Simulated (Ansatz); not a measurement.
```yaml
crystal:
  periodic: [true, true, true]
  atoms:
    - {symbol: C, position_ang: [-0.438842, 0.572746, -0.346920]}
    - {symbol: C, position_ang: [0.289524, -0.605376, 0.225569]}
    - {symbol: Cl, position_ang: [1.884733, -0.189219, 0.939698]}
    - {symbol: H, position_ang: [-1.410474, 0.274681, -0.766223]}
    - {symbol: H, position_ang: [0.117653, 1.048429, -1.117965]}
    - {symbol: H, position_ang: [-0.600740, 1.323114, 0.422675]}
    - {symbol: H, position_ang: [0.451884, -1.413640, -0.548397]}
    - {symbol: H, position_ang: [-0.263350, -1.102751, 1.031222]}
basis:
  gaussian: {orbitals: def2-mTZVPP, final_grid: {core_spheres: 20, valence_spheres: 16, degree: 47}}
hamiltonian: {xc: {name: RPBE}, dispersion: d4}
output: {forces: true}
```

```sh
$ ansatz run in.yaml --threads 4 --pin off --events-out ev --progress --plain --max-ram 10444MiB
```

Output, abridged:

```
Error: YAML parse error: error: line 2 column 3: crystal: missing field `lattice` (a structure is typed as `lattice` and `atoms`, a molecule's as `atoms` in Å alone, or read from a run's directory, `checkpoint`)
 --> <input>:2:3
1 | crystal:
2 |   periodic: [true, true, true]
3 |   atoms:
4 |     - {symbol: C, position_ang: [-0.438842, 0.572746, -0.346920]}
```

Task: What is wrong with this run?

Result: The molecule is marked periodic without a cell. The input was rejected before any iteration.
